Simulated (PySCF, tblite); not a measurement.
## A complex of ammonium and 3 × hydrogen fluoride

A gas-phase complex of ammonium and 3 × hydrogen fluoride; charge +1, singlet. The structure comes from a short search (6 tight-binding starts) and was relaxed by PBE0-D3(BJ)/def2-SVPD; another way of binding may lie lower. No frequency run checks that it is a minimum.

```
part               name  SMILES  atoms  charge  multiplicity
   1           ammonium  [NH4+]    1–5      +1             1
   2  hydrogen fluoride       F    6–7       0             1
   3  hydrogen fluoride       F    8–9       0             1
   4  hydrogen fluoride       F  10–11       0             1
```

```csv
atom,part,x (Å),y (Å),z (Å)
N1,1,-0.142,-0.025,0.130
H2,1,0.513,0.764,0.213
H3,1,0.305,-0.775,-0.403
H4,1,-0.993,0.278,-0.364
H5,1,-0.389,-0.379,1.064
F6,2,-0.627,-1.145,2.658
H7,2,-0.948,-1.459,3.466
F8,3,1.678,2.112,0.110
H9,3,2.290,2.800,0.199
F10,4,-2.541,0.610,-1.190
H11,4,-3.233,0.923,-1.717
```

Contacts between parts, classed by geometry: H5···F6 1.784 Å (hydrogen bond, 172°); H2···F8 1.785 Å (hydrogen bond, 172°); H4···F10 1.786 Å (hydrogen bond, 173°).

Interaction energies are complex less parts, with the parts frozen as they stand in it; counterpoise-corrected, in kcal/mol (PySCF).

Problem. Give the interaction energy at each level run.

Solution. 
| level | interaction | superposition error removed |
| --- | --- | --- |
| wB97M-D3(BJ)/def2-TZVPD | -32.65 | -0.20 |
| PBE0-D3(BJ)/def2-TZVPD | -33.61 | -0.20 |
| RI-MP2/def2-TZVPD | -31.45 | -1.31 |

Problem. What holds them together? Decompose the wB97M-D3(BJ)/def2-TZVPD energy: frozen parts, their antisymmetrised product, then relaxation.

Solution. electrostatic -34.6, Pauli repulsion +17.4, orbital relaxation -14.0, dispersion correction -1.6 kcal/mol, which sum to the value before the counterpoise correction; the Pauli term holds the exchange-correlation of the frozen density too. Of the attraction, 69 % is electrostatic, 28 % is orbital relaxation, 3 % is dispersion correction.

Problem. Are the pair energies additive?

Solution. The pairs sum to -35.07 kcal/mol (1–2 -12.1, 1–3 -12.0, 1–4 -12.1, 2–3 0.4, 2–4 0.4, 3–4 0.4); the rest of +2.43 is a many-body weakening.

The parts were also relaxed and run alone, at the levels used for the complex: shieldings by PBE0/pcSseg-2; core levels by delta-SCF with SCAN, pcX-2 on the ionised atom and pcseg-1 elsewhere, spin-free X2C.

Problem. What does binding change?

Solution. 
```tsv
property	alone	in the complex	change
N1–H5 bond (Å)	1.027	1.029	+0.002
shielding of H5 (ppm)	26.38	24.94	-1.44
shielding of F6 (ppm)	410.9	407.8	-3.1
shielding of H2 (ppm)	26.38	25.00	-1.38
shielding of F8 (ppm)	410.9	408.1	-2.8
N1 1s core level (eV)	417.00	414.26	-2.75
F6 1s core level (eV)	694.12	698.61	+4.49
F8 1s core level (eV)	694.12	698.62	+4.50
```

The 5 runs behind this took 2.3 min in all, one thread each of Arm Neoverse V1 on a shared host, launched as `OMP_NUM_THREADS=1 python cluster_run.py task.json out`.
